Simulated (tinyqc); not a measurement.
UKS/PBE in the sto-3g basis, for H2O+, spin multiplicity 2, step by step (part 2 of 3). Computed by tinyqc, a small Python program that keeps every step (integrals from PySCF). Command: `OMP_NUM_THREADS=1 python tinyqc.py 26952 26953 out.jsonl` (the two numbers bound the seeds that draw the settings). One thread of a shared host (Intel(R) Xeon(R) Processor @ 2.60GHz), about 4 s of CPU time with the checks.

Geometry (angstrom):
```
atom         x          y         z
O     0.000000   0.000000  0.000000
H     0.000000   0.974000  0.832000
H     0.000000  -0.968000  0.827000
```

## Iteration 1: diagonalisation and new density

F(alpha) (hartree), order 1O 1s, 1O 2s, 1O 2px, 1O 2py, 1O 2pz, 2H 1s, 3H 1s:
$$\begin{pmatrix}
-18.054973 & -4.686536 & 0.000000 & 0.000057 & -0.009395 & -0.504004 & -0.513129 \\
-4.686536 & -1.915780 & 0.000000 & 0.000977 & -0.141649 & -0.476423 & -0.483148 \\
0.000000 & 0.000000 & -0.145117 & 0.000000 & 0.000000 & 0.000000 & 0.000000 \\
0.000057 & 0.000977 & 0.000000 & -0.122952 & 0.000528 & -0.208255 & 0.210655 \\
-0.009395 & -0.141649 & 0.000000 & 0.000528 & -0.103749 & -0.209995 & -0.212217 \\
-0.504004 & -0.476423 & 0.000000 & -0.208255 & -0.209995 & -0.589563 & -0.161241 \\
-0.513129 & -0.483148 & 0.000000 & 0.210655 & -0.212217 & -0.161241 & -0.591232
\end{pmatrix}$$

F(beta) (hartree), order 1O 1s, 1O 2s, 1O 2px, 1O 2py, 1O 2pz, 2H 1s, 3H 1s:
$$\begin{pmatrix}
-18.039903 & -4.674349 & 0.000000 & 0.000058 & -0.009473 & -0.502816 & -0.511920 \\
-4.674349 & -1.850839 & 0.000000 & 0.000980 & -0.141922 & -0.466466 & -0.473032 \\
0.000000 & 0.000000 & -0.004865 & 0.000000 & 0.000000 & 0.000000 & 0.000000 \\
0.000058 & 0.000980 & 0.000000 & -0.095224 & 0.000526 & -0.205329 & 0.207685 \\
-0.009473 & -0.141922 & 0.000000 & 0.000526 & -0.076011 & -0.207484 & -0.209670 \\
-0.502816 & -0.466466 & 0.000000 & -0.205329 & -0.207484 & -0.582434 & -0.159075 \\
-0.511920 & -0.473032 & 0.000000 & 0.207685 & -0.209670 & -0.159075 & -0.584072
\end{pmatrix}$$

X, order 1O 1s, 1O 2s, 1O 2px, 1O 2py, 1O 2pz, 2H 1s, 3H 1s:
$$\begin{pmatrix}
-0.411297 & -0.011718 & 0.690694 & 0.000000 & 0.608601 & 0.002668 & 0.217708 \\
0.926180 & 0.019356 & -0.289017 & 0.000000 & 0.323540 & 0.002858 & 0.467177 \\
0.000000 & 0.000000 & 0.000000 & 1.000000 & 0.000000 & 0.000000 & 0.000000 \\
-0.018797 & 0.785730 & 0.001150 & 0.000000 & -0.000365 & 0.701905 & -0.003129 \\
0.435488 & 0.007921 & 0.685913 & 0.000000 & -0.597176 & 0.000777 & 0.231860 \\
-0.549760 & -0.704889 & -0.224423 & 0.000000 & -0.186684 & 0.400505 & 0.388656 \\
-0.585683 & 0.681165 & -0.221447 & 0.000000 & -0.184544 & -0.395243 & 0.393576
\end{pmatrix}$$

D(alpha) at the start, order 1O 1s, 1O 2s, 1O 2px, 1O 2py, 1O 2pz, 2H 1s, 3H 1s:
$$\begin{pmatrix}
1.062762 & -0.270174 & 0.000000 & 0.000185 & -0.012328 & 0.024050 & 0.024431 \\
-0.270174 & 1.161838 & 0.000000 & -0.001098 & 0.068161 & -0.101274 & -0.102931 \\
0.000000 & 0.000000 & 1.000000 & 0.000000 & 0.000000 & 0.000000 & 0.000000 \\
0.000185 & -0.001098 & 0.000000 & 1.068495 & -0.000646 & -0.102624 & 0.103850 \\
-0.012328 & 0.068161 & 0.000000 & -0.000646 & 1.044062 & -0.077937 & -0.078995 \\
0.024050 & -0.101274 & 0.000000 & -0.102624 & -0.077937 & 0.023695 & 0.004049 \\
0.024431 & -0.102931 & 0.000000 & 0.103850 & -0.078995 & 0.004049 & 0.024304
\end{pmatrix}$$

D(beta) at the start, order 1O 1s, 1O 2s, 1O 2px, 1O 2py, 1O 2pz, 2H 1s, 3H 1s:
$$\begin{pmatrix}
1.062762 & -0.270174 & 0.000000 & 0.000185 & -0.012328 & 0.024050 & 0.024431 \\
-0.270174 & 1.161838 & 0.000000 & -0.001098 & 0.068161 & -0.101274 & -0.102931 \\
0.000000 & 0.000000 & 0.000000 & 0.000000 & 0.000000 & 0.000000 & 0.000000 \\
0.000185 & -0.001098 & 0.000000 & 1.068495 & -0.000646 & -0.102624 & 0.103850 \\
-0.012328 & 0.068161 & 0.000000 & -0.000646 & 1.044062 & -0.077937 & -0.078995 \\
0.024050 & -0.101274 & 0.000000 & -0.102624 & -0.077937 & 0.023695 & 0.004049 \\
0.024431 & -0.102931 & 0.000000 & 0.103850 & -0.078995 & 0.004049 & 0.024304
\end{pmatrix}$$

overlap S, order 1O 1s, 1O 2s, 1O 2px, 1O 2py, 1O 2pz, 2H 1s, 3H 1s:
$$\begin{pmatrix}
1.000000 & 0.236704 & 0.000000 & 0.000000 & 0.000000 & 0.025125 & 0.025581 \\
0.236704 & 1.000000 & 0.000000 & 0.000000 & 0.000000 & 0.290000 & 0.293755 \\
0.000000 & 0.000000 & 1.000000 & 0.000000 & 0.000000 & 0.000000 & 0.000000 \\
0.000000 & 0.000000 & 0.000000 & 1.000000 & 0.000000 & 0.206753 & -0.208931 \\
0.000000 & 0.000000 & 0.000000 & 0.000000 & 1.000000 & 0.176610 & 0.178498 \\
0.025125 & 0.290000 & 0.000000 & 0.206753 & 0.176610 & 1.000000 & 0.131023 \\
0.025581 & 0.293755 & 0.000000 & -0.208931 & 0.178498 & 0.131023 & 1.000000
\end{pmatrix}$$

Diagonalise F' = X^T F X, C = X C', fill 5 alpha and 4 beta electrons from the bottom; D(s) = C_occ C_occ^T; the new density keeps 0.3 of the old one (damping). Each column has its largest component positive (the first on a tie).

F' = X^T F X (alpha) (hartree):
$$\begin{pmatrix}
-0.999273 & -0.033182 & 2.344957 & 0.000000 & 2.355604 & 0.006313 & 1.187387 \\
-0.033182 & -0.033055 & 0.078635 & 0.000000 & 0.082656 & 0.242108 & 0.041049 \\
2.344957 & 0.078635 & -6.659791 & 0.000000 & -7.425307 & -0.034803 & -3.706285 \\
0.000000 & 0.000000 & 0.000000 & -0.145117 & 0.000000 & 0.000000 & 0.000000 \\
2.355604 & 0.082656 & -7.425307 & 0.000000 & -8.509430 & -0.040085 & -4.314591 \\
0.006313 & 0.242108 & -0.034803 & 0.000000 & -0.040085 & -0.430632 & -0.021868 \\
1.187387 & 0.041049 & -3.706285 & 0.000000 & -4.314591 & -0.021868 & -3.094874
\end{pmatrix}$$

orbital energies (alpha) (hartree): MO1 -18.066084, MO2 -0.868868, MO3 -0.544478, MO4 -0.360025, MO5 -0.145117, MO6 0.030260, MO7 0.082141

coefficients C (alpha), order 1O 1s, 1O 2s, 1O 2px, 1O 2py, 1O 2pz, 2H 1s, 3H 1s:
$$\begin{pmatrix}
0.993290 & -0.201151 & 0.000029 & -0.191198 & 0.000000 & -0.022661 & 0.001383 \\
0.027988 & 0.704150 & 0.000168 & 0.860837 & 0.000000 & 0.164086 & -0.008998 \\
0.000000 & 0.000000 & 0.000000 & 0.000000 & 1.000000 & 0.000000 & 0.000000 \\
-0.000029 & -0.001404 & 0.299508 & 0.003855 & 0.000000 & 0.028039 & 1.009900 \\
0.002279 & 0.173720 & 0.000309 & -0.193463 & 0.000000 & 1.001085 & -0.028030 \\
-0.004577 & 0.306336 & 0.660208 & -0.573907 & 0.000000 & -0.373505 & -0.444035 \\
-0.004649 & 0.310568 & -0.651004 & -0.579184 & 0.000000 & -0.352630 & 0.470259
\end{pmatrix}$$

F' = X^T F X (beta) (hartree):
$$\begin{pmatrix}
-0.961719 & -0.032677 & 2.339008 & 0.000000 & 2.364883 & 0.006179 & 1.214266 \\
-0.032677 & -0.017555 & 0.078492 & 0.000000 & 0.082861 & 0.253633 & 0.041577 \\
2.339008 & 0.078492 & -6.637732 & 0.000000 & -7.436138 & -0.034803 & -3.709660 \\
0.000000 & 0.000000 & 0.000000 & -0.004865 & 0.000000 & 0.000000 & 0.000000 \\
2.364883 & 0.082861 & -7.436138 & 0.000000 & -8.483386 & -0.040013 & -4.303718 \\
0.006179 & 0.253633 & -0.034803 & 0.000000 & -0.040013 & -0.412101 & -0.021809 \\
1.214266 & 0.041577 & -3.709660 & 0.000000 & -4.303718 & -0.021809 & -3.064572
\end{pmatrix}$$

orbital energies (beta) (hartree): MO1 -18.050521, MO2 -0.829661, MO3 -0.535507, MO4 -0.324731, MO5 -0.004865, MO6 0.056167, MO7 0.107188

coefficients C (beta), order 1O 1s, 1O 2s, 1O 2px, 1O 2py, 1O 2pz, 2H 1s, 3H 1s:
$$\begin{pmatrix}
0.993458 & -0.189431 & 0.000063 & -0.202020 & 0.000000 & -0.022412 & 0.001404 \\
0.027317 & 0.653076 & 0.000041 & 0.900656 & 0.000000 & 0.161673 & -0.009026 \\
0.000000 & 0.000000 & 0.000000 & 0.000000 & 1.000000 & 0.000000 & 0.000000 \\
-0.000028 & -0.001454 & 0.286113 & 0.003828 & 0.000000 & 0.028050 & 1.013776 \\
0.002237 & 0.176438 & 0.000291 & -0.174873 & 0.000000 & 1.004024 & -0.028068 \\
-0.004458 & 0.341089 & 0.666246 & -0.558584 & 0.000000 & -0.365823 & -0.435535 \\
-0.004528 & 0.345710 & -0.656951 & -0.563853 & 0.000000 & -0.345462 & 0.461335
\end{pmatrix}$$

D(alpha) after iteration 1, order 1O 1s, 1O 2s, 1O 2px, 1O 2py, 1O 2pz, 2H 1s, 3H 1s:
$$\begin{pmatrix}
1.063379 & -0.275954 & 0.000000 & -0.000276 & -0.000681 & 0.037723 & 0.037871 \\
-0.275954 & 1.214907 & 0.000000 & 0.001336 & -0.010457 & -0.225228 & -0.226974 \\
0.000000 & 0.000000 & 1.000000 & 0.000000 & 0.000000 & 0.000000 & 0.000000 \\
-0.000276 & 0.001336 & 0.000000 & 0.383354 & -0.000822 & 0.105780 & -0.107200 \\
-0.000681 & -0.010457 & 0.000000 & -0.000822 & 0.360547 & 0.091727 & 0.092355 \\
0.037723 & -0.225228 & 0.000000 & 0.105780 & 0.091727 & 0.608483 & -0.000354 \\
0.037871 & -0.226974 & 0.000000 & -0.107200 & 0.092355 & -0.000354 & 0.606305
\end{pmatrix}$$

D(beta) after iteration 1, order 1O 1s, 1O 2s, 1O 2px, 1O 2py, 1O 2pz, 2H 1s, 3H 1s:
$$\begin{pmatrix}
1.063387 & -0.276020 & 0.000000 & -0.000300 & -0.000809 & 0.037907 & 0.038047 \\
-0.276020 & 1.215457 & 0.000000 & 0.001427 & -0.009100 & -0.226683 & -0.228428 \\
0.000000 & 0.000000 & 0.000000 & 0.000000 & 0.000000 & 0.000000 & 0.000000 \\
-0.000300 & 0.001427 & 0.000000 & 0.377863 & -0.000784 & 0.100804 & -0.102281 \\
-0.000809 & -0.009100 & 0.000000 & -0.000784 & 0.356420 & 0.087251 & 0.087880 \\
0.037907 & -0.226683 & 0.000000 & 0.100804 & 0.087251 & 0.617692 & -0.002141 \\
0.038047 & -0.228428 & 0.000000 & -0.102281 & 0.087880 & -0.002141 & 0.615626
\end{pmatrix}$$

## Iteration 2: exchange-correlation on the grid

Becke grid with 20 radial and 86 angular points per atom, points of zero weight dropped. rho = sum D_ij phi_i phi_j; V_xc,ij = sum w v_xc phi_i phi_j plus the gradient terms; v_xc is d(rho eps)/d rho(s) for spin s at fixed gradient.

The 8 grid points with the largest w rho, of 5152 (bohr, atomic units):
```
x                  y          z         w  rho(alpha)  rho(beta)     eps_xc  v_xc(alpha)
-0.969131   0.391112   0.000000  0.049499    0.237778   0.079181  -0.601095    -0.798749
0.969131    0.391112   0.000000  0.049499    0.237778   0.079181  -0.601095    -0.798749
-0.969131  -0.391112   0.000000  0.049497    0.237598   0.078986  -0.600937    -0.798516
0.969131   -0.391112   0.000000  0.049497    0.237598   0.078986  -0.600937    -0.798516
-0.969131   0.000000  -0.391112  0.049549    0.237209   0.078632  -0.600658    -0.797891
0.969131    0.000000  -0.391112  0.049549    0.237209   0.078632  -0.600658    -0.797891
-1.045076   0.000000   0.000000  0.048418    0.253138   0.068901  -0.610692    -0.813393
1.045076    0.000000   0.000000  0.048418    0.253138   0.068901  -0.610692    -0.813393
```

electrons on the grid, sum of w rho = 9.000210

E_xc = sum of w rho eps_xc = -8.36413921 hartree

V_xc(alpha) (hartree), order 1O 1s, 1O 2s, 1O 2px, 1O 2py, 1O 2pz, 2H 1s, 3H 1s:
$$\begin{pmatrix}
-3.083046 & -0.413259 & 0.000000 & -0.000021 & -0.000113 & -0.044737 & -0.045549 \\
-0.413259 & -0.758841 & 0.000000 & -0.000079 & -0.009011 & -0.168790 & -0.171326 \\
0.000000 & 0.000000 & -0.786921 & 0.000000 & 0.000000 & 0.000000 & 0.000000 \\
-0.000021 & -0.000079 & 0.000000 & -0.737527 & 0.000198 & -0.109642 & 0.111110 \\
-0.000113 & -0.009011 & 0.000000 & 0.000198 & -0.731623 & -0.096047 & -0.097362 \\
-0.044737 & -0.168790 & 0.000000 & -0.109642 & -0.096047 & -0.473957 & -0.055426 \\
-0.045549 & -0.171326 & 0.000000 & 0.111110 & -0.097362 & -0.055426 & -0.474212
\end{pmatrix}$$

V_xc(beta) (hartree), order 1O 1s, 1O 2s, 1O 2px, 1O 2py, 1O 2pz, 2H 1s, 3H 1s:
$$\begin{pmatrix}
-3.066387 & -0.401506 & 0.000000 & -0.000022 & -0.000110 & -0.043583 & -0.044374 \\
-0.401506 & -0.688226 & 0.000000 & -0.000113 & -0.009153 & -0.158357 & -0.160725 \\
0.000000 & 0.000000 & -0.637039 & 0.000000 & 0.000000 & 0.000000 & 0.000000 \\
-0.000022 & -0.000113 & 0.000000 & -0.706618 & 0.000208 & -0.107034 & 0.108458 \\
-0.000110 & -0.009153 & 0.000000 & 0.000208 & -0.700514 & -0.093865 & -0.095149 \\
-0.043583 & -0.158357 & 0.000000 & -0.107034 & -0.093865 & -0.472594 & -0.053675 \\
-0.044374 & -0.160725 & 0.000000 & 0.108458 & -0.095149 & -0.053675 & -0.472788
\end{pmatrix}$$

## Iteration 2: building the Kohn-Sham matrix

core Hamiltonian H = T + V (hartree), order 1O 1s, 1O 2s, 1O 2px, 1O 2py, 1O 2pz, 2H 1s, 3H 1s:
$$\begin{pmatrix}
-32.443998 & -7.547257 & 0.000000 & 0.000081 & -0.011329 & -0.808364 & -0.823012 \\
-7.547257 & -9.071342 & 0.000000 & 0.000961 & -0.141442 & -2.080441 & -2.110401 \\
0.000000 & 0.000000 & -7.237268 & 0.000000 & 0.000000 & 0.000000 & 0.000000 \\
0.000081 & 0.000961 & 0.000000 & -7.307654 & 0.000501 & -1.225801 & 1.241052 \\
-0.011329 & -0.141442 & 0.000000 & 0.000501 & -7.288635 & -1.078555 & -1.091895 \\
-0.808364 & -2.080441 & 0.000000 & -1.225801 & -1.078555 & -4.010479 & -0.697536 \\
-0.823012 & -2.110401 & 0.000000 & 1.241052 & -1.091895 & -0.697536 & -4.029473
\end{pmatrix}$$

nuclear repulsion = 6.90243625 hartree

Given earlier and not repeated: Two-electron integrals (ij|kl) in chemists' order.

J_ij = sum D_kl (ij|kl) with D = D(alpha) + D(beta); F = H + J + V_xc; E = tr D H + tr D J / 2 + E_xc + E_nn.

Coulomb J (hartree), order 1O 1s, 1O 2s, 1O 2px, 1O 2py, 1O 2pz, 2H 1s, 3H 1s:
$$\begin{pmatrix}
15.654522 & 2.877404 & 0.000000 & 0.000097 & 0.012420 & 0.307265 & 0.312838 \\
2.877404 & 6.932297 & 0.000000 & 0.000377 & 0.144927 & 1.624760 & 1.647801 \\
0.000000 & 0.000000 & 6.904410 & 0.000000 & 0.000000 & 0.000000 & 0.000000 \\
0.000097 & 0.000377 & 0.000000 & 6.945221 & -0.000365 & 1.053126 & -1.065852 \\
0.012420 & 0.144927 & 0.000000 & -0.000365 & 6.923921 & 0.931561 & 0.943163 \\
0.307265 & 1.624760 & 0.000000 & 1.053126 & 0.931561 & 3.921376 & 0.573830 \\
0.312838 & 1.647801 & 0.000000 & -1.065852 & 0.943163 & 0.573830 & 3.933190
\end{pmatrix}$$

F(alpha) (hartree), order 1O 1s, 1O 2s, 1O 2px, 1O 2py, 1O 2pz, 2H 1s, 3H 1s:
$$\begin{pmatrix}
-19.872523 & -5.083113 & 0.000000 & 0.000157 & 0.000977 & -0.545836 & -0.555723 \\
-5.083113 & -2.897886 & 0.000000 & 0.001259 & -0.005526 & -0.624471 & -0.633926 \\
0.000000 & 0.000000 & -1.119779 & 0.000000 & 0.000000 & 0.000000 & 0.000000 \\
0.000157 & 0.001259 & 0.000000 & -1.099960 & 0.000334 & -0.282317 & 0.286310 \\
0.000977 & -0.005526 & 0.000000 & 0.000334 & -1.096337 & -0.243042 & -0.246094 \\
-0.545836 & -0.624471 & 0.000000 & -0.282317 & -0.243042 & -0.563060 & -0.179133 \\
-0.555723 & -0.633926 & 0.000000 & 0.286310 & -0.246094 & -0.179133 & -0.570494
\end{pmatrix}$$

F(beta) (hartree), order 1O 1s, 1O 2s, 1O 2px, 1O 2py, 1O 2pz, 2H 1s, 3H 1s:
$$\begin{pmatrix}
-19.855864 & -5.071359 & 0.000000 & 0.000156 & 0.000981 & -0.544682 & -0.554548 \\
-5.071359 & -2.827271 & 0.000000 & 0.001225 & -0.005668 & -0.614038 & -0.623326 \\
0.000000 & 0.000000 & -0.969896 & 0.000000 & 0.000000 & 0.000000 & 0.000000 \\
0.000156 & 0.001225 & 0.000000 & -1.069050 & 0.000344 & -0.279710 & 0.283658 \\
0.000981 & -0.005668 & 0.000000 & 0.000344 & -1.065228 & -0.240859 & -0.243881 \\
-0.544682 & -0.614038 & 0.000000 & -0.279710 & -0.240859 & -0.561698 & -0.177381 \\
-0.554548 & -0.623326 & 0.000000 & 0.283658 & -0.243881 & -0.177381 & -0.569070
\end{pmatrix}$$

total energy of this density = -74.08310034 hartree

This density is a damped mixture and is not idempotent.

## Iteration 2: diagonalisation and new density

As before.

F' = X^T F X (alpha) (hartree):
$$\begin{pmatrix}
-1.617815 & -0.037923 & 2.668433 & 0.000000 & 2.665727 & 0.016946 & 0.868013 \\
-0.037923 & -0.433638 & 0.089482 & 0.000000 & 0.092748 & -0.293627 & 0.036896 \\
2.668433 & 0.089482 & -7.953175 & 0.000000 & -7.628139 & -0.039378 & -4.039443 \\
0.000000 & 0.000000 & 0.000000 & -1.119779 & 0.000000 & 0.000000 & 0.000000 \\
2.665727 & 0.092748 & -7.628139 & 0.000000 & -9.815216 & -0.044563 & -4.745675 \\
0.016946 & -0.293627 & -0.039378 & 0.000000 & -0.044563 & -0.982460 & -0.021324 \\
0.868013 & 0.036896 & -4.039443 & 0.000000 & -4.745675 & -0.021324 & -3.632863
\end{pmatrix}$$

orbital energies (alpha) (hartree): MO1 -19.881426, MO2 -1.691905, MO3 -1.119779, MO4 -1.109958, MO5 -1.103143, MO6 -0.343992, MO7 -0.304743

coefficients C (alpha), order 1O 1s, 1O 2s, 1O 2px, 1O 2py, 1O 2pz, 2H 1s, 3H 1s:
$$\begin{pmatrix}
0.994168 & -0.264667 & 0.000000 & -0.001379 & 0.009992 & 0.075084 & 0.000524 \\
0.024437 & 1.026833 & 0.000000 & 0.006779 & -0.054097 & -0.454636 & -0.002508 \\
0.000000 & 0.000000 & 1.000000 & 0.000000 & 0.000000 & 0.000000 & 0.000000 \\
-0.000031 & -0.002066 & 0.000000 & 0.954519 & 0.066250 & 0.008751 & -0.441396 \\
0.001312 & 0.009311 & 0.000000 & -0.066019 & 0.967818 & -0.359784 & -0.002107 \\
-0.003845 & 0.003240 & 0.000000 & 0.083158 & 0.076349 & 0.733101 & 0.803475 \\
-0.003909 & 0.003720 & 0.000000 & -0.094417 & 0.065808 & 0.756038 & -0.785084
\end{pmatrix}$$

F' = X^T F X (beta) (hartree):
$$\begin{pmatrix}
-1.578769 & -0.037348 & 2.660000 & 0.000000 & 2.673440 & 0.016708 & 0.900421 \\
-0.037348 & -0.420607 & 0.089276 & 0.000000 & 0.092897 & -0.277294 & 0.037510 \\
2.660000 & 0.089276 & -7.928364 & 0.000000 & -7.640696 & -0.039347 & -4.042156 \\
0.000000 & 0.000000 & 0.000000 & -0.969896 & 0.000000 & 0.000000 & 0.000000 \\
2.673440 & 0.092897 & -7.640696 & 0.000000 & -9.787740 & -0.044489 & -4.733277 \\
0.016708 & -0.277294 & -0.039347 & 0.000000 & -0.044489 & -0.964408 & -0.021279 \\
0.900421 & 0.037510 & -4.042156 & 0.000000 & -4.733277 & -0.021279 & -3.602785
\end{pmatrix}$$

orbital energies (beta) (hartree): MO1 -19.864375, MO2 -1.622713, MO3 -1.080883, MO4 -1.073238, MO5 -0.969896, MO6 -0.338716, MO7 -0.302749

coefficients C (beta), order 1O 1s, 1O 2s, 1O 2px, 1O 2py, 1O 2pz, 2H 1s, 3H 1s:
$$\begin{pmatrix}
0.994313 & -0.263203 & -0.001502 & 0.011764 & 0.000000 & 0.078002 & 0.000518 \\
0.023853 & 1.021089 & 0.007335 & -0.062653 & 0.000000 & -0.466347 & -0.002434 \\
0.000000 & 0.000000 & 0.000000 & 0.000000 & 1.000000 & 0.000000 & 0.000000 \\
-0.000030 & -0.002129 & 0.949420 & 0.062272 & 0.000000 & 0.008786 & -0.452822 \\
0.001274 & 0.008761 & -0.061997 & 0.964465 & 0.000000 & -0.369391 & -0.002056 \\
-0.003743 & 0.012351 & 0.092444 & 0.083842 & 0.000000 & 0.732583 & 0.802097 \\
-0.003806 & 0.013052 & -0.104147 & 0.072860 & 0.000000 & 0.754900 & -0.784227
\end{pmatrix}$$

D(alpha) after iteration 2, order 1O 1s, 1O 2s, 1O 2px, 1O 2py, 1O 2pz, 2H 1s, 3H 1s:
$$\begin{pmatrix}
1.059979 & -0.256403 & 0.000000 & -0.000180 & 0.005816 & 0.008495 & 0.008503 \\
-0.256403 & 1.105041 & 0.000000 & 0.000936 & -0.033385 & -0.067802 & -0.068425 \\
0.000000 & 0.000000 & 1.000000 & 0.000000 & 0.000000 & 0.000000 & 0.000000 \\
-0.000180 & 0.000936 & 0.000000 & 0.755856 & 0.000512 & 0.090833 & -0.092199 \\
0.005816 & -0.033385 & 0.000000 & 0.000512 & 0.766947 & 0.075417 & 0.076674 \\
0.008495 & -0.067802 & 0.000000 & 0.090833 & 0.075417 & 0.191484 & -0.002066 \\
0.008503 & -0.068425 & 0.000000 & -0.092199 & 0.076674 & -0.002066 & 0.191184
\end{pmatrix}$$

D(beta) after iteration 2, order 1O 1s, 1O 2s, 1O 2px, 1O 2py, 1O 2pz, 2H 1s, 3H 1s:
$$\begin{pmatrix}
1.059668 & -0.254855 & 0.000000 & -0.000204 & 0.007038 & 0.007084 & 0.007070 \\
-0.254855 & 1.097657 & 0.000000 & 0.001050 & -0.039063 & -0.062442 & -0.062993 \\
0.000000 & 0.000000 & 0.000000 & 0.000000 & 0.000000 & 0.000000 & 0.000000 \\
-0.000204 & 0.001050 & 0.000000 & 0.747056 & 0.000590 & 0.095316 & -0.096743 \\
0.007038 & -0.039063 & 0.000000 & 0.000590 & 0.760806 & 0.078840 & 0.080150 \\
0.007084 & -0.062442 & 0.000000 & 0.095316 & 0.078840 & 0.196327 & -0.002983 \\
0.007070 & -0.062993 & 0.000000 & -0.096743 & 0.080150 & -0.002983 & 0.196126
\end{pmatrix}$$
